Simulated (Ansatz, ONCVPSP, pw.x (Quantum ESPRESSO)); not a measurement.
# pw.x on fcc Al: one setting changed

Potential: optimised norm-conserving Vanderbilt (ONCV), ONCVPSP 4.0.1.1 (patched build), PBEsol; core [Ne], reference 3s2 3p1; waves: 3s: rc 1.90 bohr, ncon 5, nbas 9, qcut 3.5 1/bohr, local; 3p: rc 2.20 bohr, ncon 4, nbas 9, qcut 4.3 1/bohr, 1 projector; d scattering state at 0.03 Ha: rc 1.95 bohr, ncon 5, nbas 9, qcut 4.7 1/bohr, 2 projectors, debl 3 Ha; local part: the s channel; core correction: none.

The reference run (k-mesh 14³, cutoffs 35/140 Ry, Fermi–Dirac 0.01 Ry, mixing_beta 0.4, conv_thr 1e-9, no spin) gives -0.29 GPa at 16.207 Å³/atom, where all-electron LAPW gives -0.16 GPa. This run, with its own iteration cap, changes nosym to true.

```
&control
  calculation='scf', prefix='x', pseudo_dir='./', outdir='./tmp', tstress=.true., disk_io='none'
/
&system
  ibrav=0, nat=1, ntyp=1, ecutwfc=35, ecutrho=140, nbnd=8,
  occupations='smearing', smearing='fd', degauss=0.01, nosym=.true.
/
&electrons
  conv_thr=1e-09, mixing_beta=0.4, electron_maxstep=50
/
ATOMIC_SPECIES
Al 1.0 Al.UPF
CELL_PARAMETERS angstrom
  0.00000000 2.00858807 2.00858807
  2.00858807 0.00000000 2.00858807
  2.00858807 2.00858807 0.00000000
ATOMIC_POSITIONS crystal
Al 0.0000 0.0000 0.0000
K_POINTS automatic
14 14 14 0 0 0
```

```bash
pw.x < Al.scf.in > Al.scf.out
```

**Question.** How does the run end?

**Answer.** It converges in 6 iterations; the free energy moves by +0.0 meV/atom and the pressure by +0.00 GPa. The result is that of the reference run.

```
lattice parameter (alat)  =       5.3679  a.u.
     unit-cell volume          =     109.3703 (a.u.)^3
     number of electrons       =         3.00
     number of Kohn-Sham states=            8
     kinetic-energy cutoff     =      35.0000  Ry
     charge density cutoff     =     140.0000  Ry
     scf convergence threshold =      1.0E-09
     Exchange-correlation= PBESOL
     number of k points=  1376  Fermi-Dirac smearing, width (Ry)=  0.0100
     iteration #  1     ecut=    35.00 Ry     beta= 0.40
     total energy              =      -4.16558336 Ry
     estimated scf accuracy    <       0.00576152 Ry
     iteration #  2     ecut=    35.00 Ry     beta= 0.40
     total energy              =      -4.16543223 Ry
     estimated scf accuracy    <       0.00194024 Ry
     iteration #  3     ecut=    35.00 Ry     beta= 0.40
     total energy              =      -4.16545937 Ry
     estimated scf accuracy    <       0.00000171 Ry
     iteration #  4     ecut=    35.00 Ry     beta= 0.40
     c_bands:  1 eigenvalues not converged
     c_bands:  1 eigenvalues not converged
     c_bands:  1 eigenvalues not converged
     total energy              =      -4.16546008 Ry
     estimated scf accuracy    <       0.00000041 Ry
     iteration #  5     ecut=    35.00 Ry     beta= 0.40
     total energy              =      -4.16546009 Ry
     estimated scf accuracy    <          3.0E-09 Ry
     iteration #  6     ecut=    35.00 Ry     beta= 0.40
     the Fermi energy is     8.0562 ev
!    total energy              =      -4.16546009 Ry
     estimated scf accuracy    <          1.6E-10 Ry
     smearing contrib. (-TS)   =      -0.00203091 Ry
     The total energy is F=E-TS. E is the sum of the following terms:
     one-electron contribution =       2.87647150 Ry
     hartree contribution      =       0.00818123 Ry
     xc contribution           =      -1.61246244 Ry
     ewald contribution        =      -5.43561948 Ry
     convergence has been achieved in   6 iterations
          total   stress  (Ry/bohr**3)                   (kbar)     P=       -2.94
     Message from routine punch:
     Nothing written, as per user request (disk_io='none')
```

The run took about 23 s on one core of a shared host (AMD EPYC 9R45 96-Core Processor, 96 threads, 376 GiB, load 18).
